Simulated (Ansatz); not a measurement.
Working through a ladder of methods at one geometry of C₂H₅B, SMILES B1CC1

Computed with Ansatz 0.2.0, Python API.

Notebook, run cell by cell (the value of a cell's last expression is shown):

In [1]:
```python
from pathlib import Path

import ansatz
import numpy as np
```

In [2]:
```python
BASIS = "cc-pVDZ"

molecule = (
    ansatz.Crystal.molecule()
    .atom("B", [-0.8674, -0.1509, -0.51])
    .atom("C", [0.1802, 0.7395, 0.2961])
    .atom("C", [0.4337, -0.68, 0.0622])
    .atom("H", [-1.8627, -0.2075, -1.1081])
    .atom("H", [0.753, 1.4449, -0.3585])
    .atom("H", [-0.1491, 1.0318, 1.3186])
    .atom("H", [0.3464, -1.343, 0.9576])
    .atom("H", [1.2581, -0.8919, -0.7137])
)
```

In [3]:
```python
calculation = molecule.calculation().basis(gaussian=BASIS)
```

In [4]:
```python
print("functional    E (Ha)        dipole (D)   HOMO (eV)  LUMO (eV)")
for name in ["cam_b3lyp", "pbe", "revpbe", "lda", "hf", "hse06"]:
    r = calculation.functional(name).forces().orbitals().run(threads=1, pin="off", runs_dir="runs").report
    lines = Path(r["orbitals_path"]).read_text().splitlines()
    field_of = lambda key: [line.split("=")[1].strip() for line in lines if line.startswith(key)]
    orbitals = [(27.211386 * float(e), s, float(n)) for e, s, n in zip(field_of("Ene="), field_of("Spin="), field_of("Occup="))]
    homo = max(e for e, _, n in orbitals if n > 0.5)
    lumo = min(e for e, _, n in orbitals if n < 0.5)
    dipole = 4.803205 * np.linalg.norm(r["charge_distribution"]["dipole_moment_e_ang"])
    print(f"{name:10s} {r['free_energy_ev'] / 27.211386246:14.6f} {dipole:9.3f} {homo:11.3f} {lumo:10.3f}")
```
```text
functional    E (Ha)        dipole (D)   HOMO (eV)  LUMO (eV)
cam_b3lyp     -103.920410     0.170      -7.953     -0.004
pbe           -103.833176     0.272      -5.341     -2.233
revpbe        -103.963440     0.257      -5.301     -2.124
lda           -102.937878     0.308      -5.440     -2.490
hf            -103.255964     0.168      -9.382      2.616
hse06         -103.851362     0.196      -6.172     -1.575
```

Caveats:
- Total energies depend on the basis set; only differences at equal settings carry meaning.
- The geometry is a force-field or estimated start, not a minimum of this method, and the basis set is short of its limit. A lower total doesn't mark the better method: functionals have no common bound, and MP2 and coupled cluster aren't variational.
- Levels such as HOMO and LUMO are orbital energies: with these approximate functionals they aren't the ionisation energy and electron affinity, and their gap isn't the fundamental gap.
- hse06 follows the composition of plane-wave codes, whose totals differ by tens of mHa, up to about 0.1 Ha, from the form usual in Gaussian-basis programs (wpbeh).
- Timing: 8.8 s on 1 thread of Arm Neoverse V1, on a shared host, peak memory 0.18 GiB.
